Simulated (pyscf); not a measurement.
H₂C=CH–F + HF -> H₃C–CH(F)–F, an addition across a multiple bond or ene-type step (singlet surface; F–H broken, C–H, C–F formed). Optimised with ωB97X-D3(BJ)/def2-SVP in PySCF. MP2 and CC: frozen core, UHF for open shells. ΔMP2 is the change of the MP2 total energy from the triple- to the quadruple-zeta basis. Energies in eV from the separated reactants.

Small-basis levels: PySCF, no dispersion term, spherical d functions. AM1 to PM7: differences of heats of formation from MOPAC. GFN2-xTB: tblite. 

| level | barrier | reaction energy |
|---|---|---|
| HF/3-21G | 2.02 | -1.73 |
| BP86/6-31G* | ___ | -1.70 |
| B3LYP/LANL2DZ | 1.53 | -1.20 |
| B3LYP/6-311+G** | ___ | -0.98 |
| B3LYP/def2-SVP | 1.50 | -1.45 |
| GFN2-xTB | 1.69 | -1.78 |
| AM1 | 4.28 | -0.60 |
| CCSD(T)/def2-TZVPP + ΔMP2(QZVPP) | ___ | -1.05 |

Question: What belongs in the gaps?

Answer: 
- BP86/6-31G*, barrier: 1.07
- B3LYP/6-311+G**, barrier: 1.81
- CCSD(T)/def2-TZVPP + ΔMP2(QZVPP), barrier: 1.96

Against the last row the barrier runs from -0.89 (BP86/6-31G*) to +2.32 eV (AM1); HF/3-21G happens to lie closest here (0.06 eV apart). CCSD(T)/def2-TZVPP + ΔMP2(QZVPP) has limits of its own. This is the saddle that the search found; another between the same sides may lie lower. The CCSD(T) − MP2 part came from Ansatz, without density fitting, on the same reference.
